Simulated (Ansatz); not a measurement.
# CO₂ (triplet): from Hartree-Fock to the top rungs, def2-TZVPP

One table from this session's results is given with a row withheld; the runs are named, their logs left out.

The runs use Ansatz 0.2.0, Gaussian basis; def2-TZVPP, core rule «outside noble gas», up to 3 orbitals frozen.

Plan: UHF; ROHF; CCSD(T) on UHF.

2 further runs of the same task are left out: 2 set aside as unsound or not needed.

## The geometry

The geometry is a PBE0/def2-TZVP stationary point (not a proven minimum) of the parent state, kept for this charge and spin.

3 atoms, charge 0, spin multiplicity 3.

Atoms are counted from 1 here; the program's logs count them from 0.

Bond lengths: C1–O2 1.157 Å, C1–O3 1.157 Å. Angles: O2–C1–O3 180.0°.

Set-up of the first run:

Contents of in.yaml:

```yaml
crystal:
  periodic: [false, false, false]
  atoms:
    - {symbol: C, position_ang: [0.000000, 0.000000, 0.000000]}
    - {symbol: O, position_ang: [0.000000, 0.000000, -1.156800]}
    - {symbol: O, position_ang: [0.000000, 0.000000, 1.156800]}
basis:
  gaussian: {orbitals: def2-TZVPP}
magnetization: {spin_polarized: true, initial_magnetization: 2}
hamiltonian: {xc: hf}
output: {orbitals: {seedname: orbitals}}
```

Run with:

```sh
$ ansatz run in.yaml --threads 1 --pin off --events-out ev --progress --plain --max-ram 3968MiB --backend cpu
```

Among the steps run: UHF; ROHF; CCSD(T) on UHF.

One table of the session follows, with a row left open; its other results are not shown here.

It belongs to the step «Misses and costs». 

```
  method  from UCCSD(T) (meV)
    ROHF             +16130.6
     UHF                    ?
    UMP2              +1167.6
   UCCSD               +648.1
UCCSD(T)                    0
```

Estimate the missing values for UHF.

As computed: from UCCSD(T) (meV): +15807.4. In the column «from UCCSD(T) (meV)» it lies between UMP2 (+1167.6) and ROHF (+16130.6).
